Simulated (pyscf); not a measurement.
HO–Ti(OH)(F)–F (SMILES [OH][Ti]([OH])([F])[F]) → H₂O (SMILES O) + O=Ti(F)–F (SMILES [O]=[Ti]([F])[F]) (elimination; singlet surface; O–Ti, H–O broken, H–O formed). Optimised with ωB97X-D3(BJ)/def2-SVP in PySCF. Energies in kcal/mol from the reactant's lowest minimum found.

| level | barrier | reaction energy |
|---|---|---|
| ωB97X-D3(BJ)/def2-TZVP | 38.8 | +56.7 |
| PBE/def2-TZVP | 33.4 | +53.7 |
| r²SCAN/def2-TZVP | ? | +58.9 |
| PBE0-D3(BJ)/def2-TZVP | 37.1 | +57.2 |
| M06-2X/def2-TZVP | ? | ? |
| ωB97M-D3(BJ)/def2-TZVP | 38.7 | +55.3 |

Problem. Complete the blanks.

Solution. 
- r²SCAN/def2-TZVP, barrier: 36.4
- M06-2X/def2-TZVP, barrier: 40.4
- M06-2X/def2-TZVP, reaction energy: +61.5

On the product side the descent ends in an adduct with a O–Ti contact, 35.1 kcal/mol under the separated species and 17.2 kcal/mol under the saddle at ωB97X-D3(BJ)/def2-TZVP. At ωB97X-D3(BJ)/def2-TZVP, PBE, r²SCAN, PBE0-D3(BJ), M06-2X, ωB97M-D3(BJ) the saddle lies under the separated products, which points to a path from their complex (located at ωB97X-D3(BJ) alone), and parting the products costs more than the saddle. What is counted as broken (O–Ti) persists as a longer contact in the product adduct; parting that adduct is a step of its own. At the saddle there is also a short H–Ti contact that neither side keeps. One saddle was located; it need not be the lowest between these sides.
